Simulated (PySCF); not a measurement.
Peak assignment

Geometry:
```
atom   x (Å)   y (Å)   z (Å)
  O1  -1.457   0.577  -0.354
  C2  -0.472  -0.418  -0.304
  C3   0.866   0.157   0.093
  F4   0.777   0.660   1.357
  F5   1.803  -0.821   0.107
  H6  -1.567   0.936   0.531
  H7  -0.716  -1.225   0.398
  H8  -0.387  -0.847  -1.304
  H9   1.205   0.965  -0.562
```

[PySCF: σ from GIAO-B97-2/pcSseg-2; structure optimised with PBE0-D3(BJ)/def2-TZVP; relativity neglected; isolated molecule; fast rotation and ring inversion assumed for equivalent nuclei; one conformer]

δ = σ(ref) − σ, references computed at the same level: 13C (185.38 ppm), 1H (31.64 ppm) vs TMS.

(1) Assign these signals to the numbered atoms. 13C{1H} NMR (computed): δ 124.2, 68.3.

(2) Assign these signals to the numbered atoms. 1H NMR (400 MHz, computed): δ 5.85 (m, 1H), 3.66 (m, 2H), 0.91 (br s, 1H).

Results:

(1) 
124.2 → C3, sp3 CH bonded to 2 F: 2 electronegative neighbours deshield it
68.3 → C2, sp3 CH2 bonded to O: deshielded by the electronegative neighbour

(2) 
```tsv
δ (ppm)	atoms	environment	reason
5.85	H9	hydrogen on an sp3 CH bonded to 2 F	its carbon carries F, hence the downfield position
3.66	H7/H8	hydrogen on an sp3 CH2 bonded to O	its carbon carries O, hence the downfield position
0.91	H6	hydrogen on an alcohol oxygen	labile proton, position sensitive to the medium
```

Exchangeable OH/NH protons stand at their gas-phase positions; hydrogen bonding in a real sample shifts them, mostly to higher δ. Splittings by 19F in the carbon and heteronuclear signals aren't shown, as no couplings were computed. Shifts are as computed. Against solution values, carbons near 30 ppm lie about +3 ppm off and those near 130 ppm about +7 ppm. Of 1211 compounds with measured shifts, 218 miss one by over three times the rms of a fit or turn the order of signals round; such compounds aren't used in these exercises. No couplings were computed; multiplicities are counted from neighbouring protons, with m where these are inequivalent, close in shift, in a saturated or five-membered ring or joined by F or P, and br s for small geminal =CH2 splittings.
